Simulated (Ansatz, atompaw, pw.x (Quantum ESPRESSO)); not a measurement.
pw.x on bcc W: one setting changed

Potential: PAW, atompaw 4.2.0.5, PBE; core [Kr] 4d10 4f14, reference 5s2 5p6 5d4 6s2 6p0; waves: 5s (bound); 6s (bound); 5p (bound); 6p (bound, empty); 5d (bound); 5d channel at 2.65 Ry; local part: bessel scheme, radius 2.25 bohr; core correction: smooth core density matched at 1.50 bohr; augmentation: besselshape compensation charge, radius 2.20 bohr; PAW radius 2.70 bohr; waves and projectors: bloechl.

The reference run (k-mesh 14³, cutoffs 45/450 Ry, Fermi–Dirac 0.01 Ry, mixing_beta 0.4, conv_thr 1e-9, no spin) gives 2.60 GPa at 16.130 Å³/atom, where all-electron LAPW gives 0.30 GPa. This run, with its own iteration cap, changes nspin = 2 with starting_magnetization to 0.2.

```
&control
  calculation='scf', prefix='x', pseudo_dir='./', outdir='./tmp', tstress=.true., disk_io='none'
/
&system
  ibrav=0, nat=1, ntyp=1, ecutwfc=45, ecutrho=450, nbnd=15,
  occupations='smearing', smearing='fd', degauss=0.01, nspin=2, starting_magnetization(1)=0.2
/
&electrons
  conv_thr=1e-09, mixing_beta=0.4, electron_maxstep=60
/
ATOMIC_SPECIES
W 1.0 W.UPF
CELL_PARAMETERS angstrom
  -1.59168867 1.59168867 1.59168867
  1.59168867 -1.59168867 1.59168867
  1.59168867 1.59168867 -1.59168867
ATOMIC_POSITIONS crystal
W 0.0000 0.0000 0.0000
K_POINTS automatic
14 14 14 0 0 0
```

```bash
pw.x < W.scf.in > W.scf.out
```

Question: How does the run end?

Answer: It converges in 8 iterations; the free energy moves by +0.4 meV/atom and the pressure by +0.00 GPa. The result is that of the reference run.

```
Message from routine setup:
     using ibrav=0 with symmetry is DISCOURAGED, use correct ibrav instead
     lattice parameter (alat)  =       5.2098  a.u.
     unit-cell volume          =     108.8506 (a.u.)^3
     number of electrons       =        14.00
     number of Kohn-Sham states=           15
     kinetic-energy cutoff     =      45.0000  Ry
     charge density cutoff     =     450.0000  Ry
     scf convergence threshold =      1.0E-09
     Exchange-correlation= SLA PW PBX PBC
     atomic species   magnetization
     number of k points=   104  Fermi-Dirac smearing, width (Ry)=  0.0100
     iteration #  1     ecut=    45.00 Ry     beta= 0.40
     total energy              =    -760.22176087 Ry
     estimated scf accuracy    <       0.10087184 Ry
     total magnetization       =     0.30 Bohr mag/cell
     absolute magnetization    =     0.30 Bohr mag/cell
     iteration #  2     ecut=    45.00 Ry     beta= 0.40
     total energy              =    -760.25005885 Ry
     estimated scf accuracy    <       0.03145457 Ry
     total magnetization       =     0.21 Bohr mag/cell
     absolute magnetization    =     0.21 Bohr mag/cell
     iteration #  3     ecut=    45.00 Ry     beta= 0.40
     total energy              =    -760.25487319 Ry
     estimated scf accuracy    <       0.00243856 Ry
     total magnetization       =     0.07 Bohr mag/cell
     absolute magnetization    =     0.07 Bohr mag/cell
     [... 2 iterations left out ...]
     iteration #  6     ecut=    45.00 Ry     beta= 0.40
     total energy              =    -760.25538729 Ry
     estimated scf accuracy    <       0.00000010 Ry
     total magnetization       =     0.00 Bohr mag/cell
     absolute magnetization    =     0.00 Bohr mag/cell
     iteration #  7     ecut=    45.00 Ry     beta= 0.40
     total energy              =    -760.25538737 Ry
     estimated scf accuracy    <       0.00000003 Ry
     total magnetization       =     0.00 Bohr mag/cell
     absolute magnetization    =     0.00 Bohr mag/cell
     iteration #  8     ecut=    45.00 Ry     beta= 0.40
     the Fermi energy is    21.4712 ev
!    total energy              =    -760.25538739 Ry
     estimated scf accuracy    <          7.6E-10 Ry
     smearing contrib. (-TS)   =      -0.00236379 Ry
     The total energy is F=E-TS. E is the sum of the following terms:
     one-electron contribution =     -11.15209036 Ry
     hartree contribution      =      19.83557264 Ry
     xc contribution           =     -19.85295648 Ry
     ewald contribution        =    -118.57114108 Ry
     one-center paw contrib.   =    -630.51240831 Ry
     total magnetization       =    -0.00 Bohr mag/cell
     absolute magnetization    =     0.00 Bohr mag/cell
     convergence has been achieved in   8 iterations
          total   stress  (Ry/bohr**3)                   (kbar)     P=       25.99
     Message from routine punch:
     Nothing written, as per user request (disk_io='none')
```

The run took about 13 s on one core of a shared host (AMD EPYC 9R45 96-Core Processor, 96 threads, 376 GiB, load 17).
